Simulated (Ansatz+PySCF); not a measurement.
The numbers below are computed, except where a source is named.
Input for PySCF 2.14.0:

```python
from pyscf import gto, scf, cc

mol = gto.M(atom="""
O 0.000000 0.000000 -0.155560
H 0.000000 0.980430 0.622240
H 0.000000 -0.980430 0.622240
""", basis='6-31g', charge=0, spin=0)
mf = scf.UHF(mol)
mf.kernel()
mycc = cc.CCSD(mf, frozen=1).run()
et = mycc.ccsd_t()
print(mf.e_tot, mycc.e_corr, et, mycc.e_tot + et)
```

The script is written out from the run's settings.

The run gave:

```json
{
  "Converged": "yes",
  "Reference energy": "-75.88673 hartree",
  "CCSD correlation energy": "-0.16550 hartree",
  "Triples correction": "-0.00259 hartree",
  "Total energy": "-76.05481 hartree"
}
```

Caution: bonds are stretched, where a single reference can fail.
